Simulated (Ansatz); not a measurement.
The input, for Ansatz 0.2.0:

```yaml
crystal:
  periodic: [false, false, false]
  atoms:
    - {symbol: N, position_ang: [0.000000, 0.000000, 0.000000]}
    - {symbol: S, position_ang: [0.000000, 0.000000, 3.312000]}
basis:
  gaussian: {orbitals: cc-pVDZ}
magnetization: {spin_polarized: false, initial_magnetization: 1}
correlation: {active_space: {ras: {orbitals: [5, 1, 20], electrons: 11, max_holes: 2, max_particles: 2}, fixed_orbitals: true}}
```

```sh
$ ansatz run in.yaml --threads 1 --pin off --events-out ev --progress --plain --max-ram 2393MiB
```

Log:

```
333 factors; integrals over basis functions are off by at most 1.2e-4 eV
mean field evaluation 1: about -12264.5092 eV, gradient 5.5e1 eV
mean field evaluation 2: about -12264.5140 eV, gradient 5.5e1 eV
mean field evaluation 4: about -12205.0289 eV, gradient 1.3e2 eV
mean field evaluation 8: about -12289.3668 eV, gradient 9.8e0 eV
mean field evaluation 16: about -12290.5266 eV, gradient 8.4e-7 eV
mean field evaluation 32: about -12290.3020 eV, gradient 1.5e0 eV
mean field evaluation 64: about -12290.4179 eV, gradient 1.3e-6 eV
mean field evaluation 96: about -12290.2778 eV, gradient 2.1e-1 eV
mean field evaluation 128: about -12290.3051 eV, gradient 1.7e-1 eV
mean field evaluation 160: about -12290.4094 eV, gradient 2.0e0 eV
mean field evaluation 192: about -12290.4913 eV, gradient 2.1e-1 eV
mean field evaluation 224: about -12290.3487 eV, gradient 4.9e-1 eV
mean field evaluation 256: about -12290.3927 eV, gradient 1.2e-1 eV
mean field evaluation 288: about -12290.3928 eV, gradient 9.0e-7 eV
mean field evaluation 320: about -12290.2158 eV, gradient 3.7e-1 eV
mean field evaluation 352: about -12290.3970 eV, gradient 1.3e0 eV
mean field evaluation 384: about -12290.3928 eV, gradient 9.6e-7 eV
mean field evaluation 416: about -12290.5266 eV, gradient 2.0e-6 eV
mean field -12290.52664349 eV, -451.6685233302 hartree, gradient 2.0e-6 eV, S^2 0.750000; 24 other end points of the search recorded, 0 dependent functions left out
reference -12290.52664349 eV, -451.6685233302 hartree; 12, 11 occupied and 20, 21 virtual orbitals, 333 factors
state -12296.58627751 eV, -451.8912107730 hartree
Total energy: -12296.58627751 eV, -451.8912107730 hartree
```

Natural occupations: 1.9962 1.9955 1.9935 1.2605 1.1374 0.9995 0.8644 0.7380 0.0045 0.0020 0.0010 0.0009 0.0009 0.0009 0.0007 0.0007 0.0007 0.0005 0.0004 0.0004 0.0003 0.0003 0.0002 0.0002.

Ran on 1 thread of Intel Xeon Platinum 8488C, shared host: 2.6 s wall, 0.18 GiB peak host memory.
